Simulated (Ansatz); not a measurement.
The input, for Ansatz 0.2.0:

```yaml
crystal:
  periodic: [false, false, false]
  atoms:
    - {symbol: B, position_ang: [0.000000, 0.000000, 0.129914]}
    - {symbol: B, position_ang: [0.000000, 0.000000, -1.601852]}
    - {symbol: H, position_ang: [0.000000, 0.000000, 1.471938]}
basis:
  gaussian: {orbitals: cc-pVDZ}
correlation: {method: sc_nevpt2, electrons: outside_noble_gas, active_space: {window: {electrons: 5, orbitals: 5}}}
magnetization: {spin_polarized: true, initial_magnetization: 3}
```

```sh
$ ansatz run in.yaml --threads 1 --pin off --events-out ev --progress --plain --max-ram 2393MiB
```

Problem. What does the program do with this input?

Solution. Refused. The input was made wrong on purpose (active space on unrestricted orbitals), so the run isn't a sound calculation of what was asked.
```
Error: invalid value for `correlation.active_space`: it starts from restricted Hartree–Fock orbitals; set hamiltonian.xc: hf without magnetization.spin_polarized
```
